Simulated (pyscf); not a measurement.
Thermochemistry of product channels of `[CH3][ZnH]` + `[FH]` on the singlet surface, in kcal/mol, from ωB97M-D3(BJ)/def2-TZVP energies (ideal gas, 1 atm, RRHO with modes under 100 cm⁻¹ raised to 100, one conformer, R ln 2 for chiral ones without a mode under 150 cm⁻¹). Optimised with ωB97X-D3(BJ)/def2-SVP in PySCF.

```
products                       ΔE  ΔH(298 K)  ΔG(298 K)  ΔG(600 K)
--------------------------  -----  ---------  ---------  ---------
`[CH4]` + `[F][ZnH]`        -26.5      -25.3      -24.8      -24.0
`[CH3][Zn][F]` + `[H][H]`   -16.7      -18.1      -16.9      -15.9
`[F][CH2][ZnH]` + `[H][H]`  +31.1      +27.8      +28.4      +28.9
```

These are energies of the channels, which say nothing of barriers. Elements up to Kr have no core potential and no relativistic terms here.
